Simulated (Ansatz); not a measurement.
**BeNa (doublet): the correlation ladder, def2-TZVPP**

The task here is to estimate one member of a computed series from the others.

Computed with Ansatz 0.2.0, Gaussian basis. Level: def2-TZVPP, core rule «outside noble gas», up to 6 orbitals frozen.

The runs, in order: UHF; ROHF; CCSD(T) on UHF.

### The system

The geometry is a PBE0/def2-TZVP stationary point (not a proven minimum) of the parent state, kept for this charge and spin.

2 atoms, charge 0, spin multiplicity 2.

Atoms are counted from 1 here; the program's logs count them from 0.

No contacts short enough for the rule that draws bonds.

Coordinates:

```csv
atom,x (Å),y (Å),z (Å)
Be1,0.00000,0.00000,0.00000
Na2,0.00000,0.00000,2.90360
```

Set-up of the first run:

in.yaml

```yaml
crystal:
  periodic: [false, false, false]
  atoms:
    - {symbol: Be, position_ang: [0.000000, 0.000000, 0.000000]}
    - {symbol: Na, position_ang: [0.000000, 0.000000, 2.903600]}
basis:
  gaussian: {orbitals: def2-TZVPP}
magnetization: {spin_polarized: true, initial_magnetization: 1}
hamiltonian: {xc: hf}
output: {orbitals: {seedname: orbitals}}
```

The run is started by

```
$ ansatz run in.yaml --threads 1 --pin off --events-out ev --progress --plain --max-ram 4096MiB --backend cpu
```

Among the steps run: UHF; ROHF; CCSD(T) on UHF.

One of the session's tables, all rows but one given; the rest of the session is left out.

| method | from UCCSD(T) (meV) |
| --- | --- |
| ROHF | +1457.6 |
| UHF | +1277.6 |
| UMP2 | +608.6 |
| UCCSD | ? |
| UCCSD(T) | 0 |

**Question.** Estimate the row for UCCSD.

The run gave: from UCCSD(T) (meV): +23.4. In the column «from UCCSD(T) (meV)» it lies between UCCSD(T) (0) and UMP2 (+608.6).
